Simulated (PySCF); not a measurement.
C₅H₅N.
Numbering: `[CH:1]#[C:2][C:3](=[CH2:4])[N:5]=[CH2:6]`

A calculation gives these core lines: C 1s: 290.09 (area 1), 290.42 (area 1), 290.89 (area 1), 291.38 (area 1), 292.10 (area 1) eV; N 1s: 405.14 eV.

Level of theory: PySCF 2.14.0, delta-SCF UKS SCAN, pcX-2 on the ionised atom, pcseg-1 elsewhere, spin-free X2C. One conformer (not necessarily the lowest) at the PBE0-D3(BJ)/def2-SVP geometry, without solvent, vibrations or thermal averaging.

Problem. Assign the C 1s lines to atoms.

Solution. 290.09 eV: C4 (terminal =CH2 carbon); 290.42 eV: C1 (terminal alkyne carbon); 290.89 eV: C2 (alkyne carbon); 291.38 eV: C6 (imine carbon); 292.10 eV: C3 (vinylic carbon bearing nitrogen). Lowest listed C 1s: C4, bonded to C (double bond) and 2 H. Highest, 2.01 eV above it: C3, bonded to N, C (double bond) and C. Summing the Pauling electronegativity differences to the bonded atoms, each weighted by its formal bond order, gives -0.70 for the lowest site and +0.49 for the highest; no listed site has a larger sum than the highest.

Bonded neighbours of each site: C1: C (triple bond) and H; C2: C (triple bond) and C; C3: N, C (double bond) and C; C4: C (double bond) and 2 H; N5: C (double bond) and C; C6: N (double bond) and 2 H.

Problem. What is the C 1s shift of C2 against C3?

Solution. 290.89 − 292.10 = -1.21 eV, or -117 kJ/mol.

The unrestricted hole states depart most from a pure doublet (⟨S²⟩ = 0.75; over 0.85 named) for C 1s of C1 (0.87), C 1s of C2 (0.95), C 1s of C3 (0.92), N 1s of N5 (0.90) and C 1s of C6 (0.90), which makes these values less certain.

The values belong to the conformer `[CH:1]#[C:2][C:3](=[CH2:4])[N:5]=[CH2:6]`: C2–C3–N5–C6 0°.
